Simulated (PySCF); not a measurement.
## AlB from Hartree–Fock to correlated methods

State: ³Σ⁻ (triplet), unpaired electrons π ↑↑. Set-up: Al x2c-SVPall, B x2c-SVPall; spin-free X2C with a Gaussian nucleus (PySCF 2.14). De refers to Al + B in their high-spin ground configurations, without counterpoise correction. The functionals are run spin-unrestricted. A positive dipole means Al(−)B(+). Levels whose curve was spin-contaminated or gave no clean fit are not listed.

```json
{"Level": "ROHF", "Re (Å)": "2.082", "ωe (cm⁻¹)": "574", "De (eV)": "0.85", "μ (D)": "-1.52", "CPU s a point (SCF and correlation, without the integrals)": "0.019"}
{"Level": "ROHF-MP2", "Re (Å)": "2.043", "ωe (cm⁻¹)": "620", "De (eV)": "1.64", "μ (D)": "n/a", "CPU s a point (SCF and correlation, without the integrals)": "0.029"}
{"Level": "ROHF-SCS-MP2", "Re (Å)": "2.045", "ωe (cm⁻¹)": "617", "De (eV)": "1.41", "μ (D)": "n/a", "CPU s a point (SCF and correlation, without the integrals)": "n/a"}
{"Level": "ROHF-CCSD", "Re (Å)": "2.047", "ωe (cm⁻¹)": "618", "De (eV)": "1.62", "μ (D)": "n/a", "CPU s a point (SCF and correlation, without the integrals)": "n/a"}
{"Level": "ROHF-CCSD(T)", "Re (Å)": "2.043", "ωe (cm⁻¹)": "622", "De (eV)": "1.80", "μ (D)": "n/a", "CPU s a point (SCF and correlation, without the integrals)": "0.25"}
{"Level": "LDA", "Re (Å)": "2.028", "ωe (cm⁻¹)": "626", "De (eV)": "2.84", "μ (D)": "-1.69", "CPU s a point (SCF and correlation, without the integrals)": "0.13"}
{"Level": "PBE", "Re (Å)": "2.045", "ωe (cm⁻¹)": "607", "De (eV)": "2.42", "μ (D)": "-1.65", "CPU s a point (SCF and correlation, without the integrals)": "0.25"}
{"Level": "MN15", "Re (Å)": "2.034", "ωe (cm⁻¹)": "569", "De (eV)": "2.24", "μ (D)": "-1.57", "CPU s a point (SCF and correlation, without the integrals)": "0.34"}
```

The bond length runs from 2.028 Å (LDA) to 2.082 Å (ROHF). De spans 0.85 eV (ROHF, mean field) to 2.84 eV (LDA, local density). Correlation at CCSD(T) changes the Hartree–Fock bond energy by +0.95 eV; the triples alone change it by +0.18 eV.

Correlated steps freeze 6 core orbitals. Correlated levels converge slowly with the basis: in double zeta they bind strong bonds too weakly, by up to about 1 eV, and carry superposition errors of some tenths. The CCSD T1 diagnostic is raised, a sign that a single reference may not be enough here. UHF is strongly spin-contaminated for AlB, so the ROHF reference used there is far from stable. The state is the lowest determinant that a PBE0 search found; another state may lie lower at other levels.

The whole job (state search and all levels along the bond) took about 0.73 min on 1 thread of Intel Xeon 6975P-C (shared host), peak memory 0.39 GiB.
